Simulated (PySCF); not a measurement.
# C5H10O (2-methyl-3-buten-1-ol): the cost of one run

Programs: PySCF 2.14.0, with routines of our own; each step states its level. All values are computed. Atoms count from 0.

## (1) The starting structure

16 atoms, charge 0, multiplicity 1; geometry from: GFN2-xTB.

## (2) Relaxing the molecule at PBE0-D3(BJ)/def2-SVP

Job settings and geometry (Å):

```
{"job": {"xc": "PBE0", "basis": "def2-SVP", "d3": "d3bj", "grid": 2, "kind": "geom"}, "charge": 0, "multiplicity": 1}
C      1.206822    -1.820728     0.160889
C      0.652395    -0.704408     0.598187
C      0.125640     0.383825    -0.289028
C      0.495853     1.762355     0.251711
C     -1.405311     0.238648    -0.386189
O     -1.795202    -0.942694    -1.037985
H      1.358340    -2.002669    -0.891206
H      1.545400    -2.592651     0.831712
H      0.509355    -0.543908     1.659304
H      0.535649     0.260351    -1.296725
H      1.576241     1.857593     0.330435
H      0.127597     2.542544    -0.410042
H      0.061013     1.913980     1.237789
H     -1.841331     0.284498     0.624146
H     -1.821228     1.055822    -0.980000
H     -1.338834    -1.683615    -0.619167
```

Command:

```bash
OMP_NUM_THREADS=1 python excited_run.py task.json out
```

This one command runs all jobs of the session in turn.

Q: Estimate the wall time and peak memory of this first job on 1 thread of Intel Xeon Platinum 8259CL at 2.50GHz, shared host.

About 64 s, with a peak of 0.73 GiB.
